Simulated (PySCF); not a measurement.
Molecule: `CCCCC#N`, C5H9N.

Geometry:
```json
{"atom": "C1", "x (Å)": "-2.192", "y (Å)": "0.261", "z (Å)": "0.392"}
{"atom": "C2", "x (Å)": "-0.929", "y (Å)": "-0.413", "z (Å)": "-0.118"}
{"atom": "C3", "x (Å)": "0.344", "y (Å)": "0.294", "z (Å)": "0.326"}
{"atom": "C4", "x (Å)": "1.606", "y (Å)": "-0.401", "z (Å)": "-0.188"}
{"atom": "C5", "x (Å)": "2.836", "y (Å)": "0.264", "z (Å)": "0.224"}
{"atom": "N6", "x (Å)": "3.802", "y (Å)": "0.805", "z (Å)": "0.561"}
{"atom": "H7", "x (Å)": "-2.262", "y (Å)": "1.301", "z (Å)": "0.034"}
{"atom": "H8", "x (Å)": "-3.095", "y (Å)": "-0.268", "z (Å)": "0.055"}
{"atom": "H9", "x (Å)": "-2.213", "y (Å)": "0.290", "z (Å)": "1.493"}
{"atom": "H10", "x (Å)": "-0.951", "y (Å)": "-0.460", "z (Å)": "-1.222"}
{"atom": "H11", "x (Å)": "-0.901", "y (Å)": "-1.462", "z (Å)": "0.226"}
{"atom": "H12", "x (Å)": "0.381", "y (Å)": "0.346", "z (Å)": "1.427"}
{"atom": "H13", "x (Å)": "0.336", "y (Å)": "1.338", "z (Å)": "-0.029"}
{"atom": "H14", "x (Å)": "1.596", "y (Å)": "-0.450", "z (Å)": "-1.290"}
{"atom": "H15", "x (Å)": "1.643", "y (Å)": "-1.444", "z (Å)": "0.169"}
```

Geometry PBE0-D3(BJ)/def2-SVP throughout; GIAO in PySCF 2.14.0 with density-fitted response routines, gas phase, one conformer, non-relativistic; equivalent atoms averaged; functional PBE0.

Question: How do the shifts δ (against TMS at the same level) depend on the basis set? (a selection of nuclei; ppm; last column core-seconds on 1 thread of an x86-64 server CPU, shared host)

Answer: 
```tsv
basis set	functions	C5	C3	C2	C4	C1	H14/H15	H12/H13	H10/H11	H7/H8/H9	core-s
STO-3G	39	93.2	28.3	26.9	24.5	20.1	1.81	1.27	0.88	0.86	2.2
6-31G	72	117.5	30.0	25.0	19.7	16.1	2.20	1.84	1.44	1.20	4.5
pcSseg-0	72	135.3	30.6	25.2	21.4	17.5	2.00	1.51	1.13	1.20	8.4
6-31G*	102	109.3	29.0	24.6	18.2	15.4	1.91	1.64	1.30	1.04	6.4
def2-SVP	129	113.6	29.9	25.1	17.1	15.2	1.72	1.29	1.01	0.89	8.3
cc-pVDZ	129	114.3	32.2	27.5	20.0	16.4	1.83	1.39	1.10	0.94	18
pcSseg-1	147	124.2	31.9	26.6	18.9	16.0	1.92	1.40	1.10	1.06	20
6-311+G(2d,p)	216	123.4	31.8	26.6	18.6	15.0	2.03	1.52	1.19	0.97	19
aug-cc-pVDZ	219	117.2	32.0	27.0	18.8	15.2	2.11	1.60	1.26	1.05	46
def2-TZVP	240	123.8	32.8	27.6	19.5	15.8	2.03	1.54	1.21	0.98	22
IGLO-III	300	126.1	33.4	27.9	19.7	15.9	2.09	1.56	1.22	0.99	61
cc-pVTZ	306	122.2	32.4	27.2	19.2	15.6	2.04	1.53	1.20	0.98	68
```

Question: Which nucleus among those listed moves most, in ppm?

Answer: C5 (nitrile carbon): from 93.2 ppm with STO-3G to 135.3 ppm with pcSseg-0. The smallest spread is 0.34 ppm, at H7/H8/H9. Proton shifts span only some 12 ppm, so a few tenths of a ppm matter as much there as several ppm in carbon.

Question: Taking the largest basis, cc-pVTZ (306 functions), as the yardstick, rank the others by their worst heavy-atom deviation.

Answer: 6-311+G(2d,p) 1.1 ppm (216 functions), def2-TZVP 1.5 ppm (240 functions), pcSseg-1 2.0 ppm (147 functions), IGLO-III 3.9 ppm (300 functions), 6-31G 4.7 ppm (72 functions), aug-cc-pVDZ 5.0 ppm (219 functions), cc-pVDZ 7.9 ppm (129 functions), def2-SVP 8.6 ppm (129 functions), 6-31G* 12.9 ppm (102 functions), pcSseg-0 13.1 ppm (72 functions), STO-3G 29.0 ppm (39 functions).

A small basis that lands close on one nucleus may do so by chance; judge by the trend and by all nuclei.
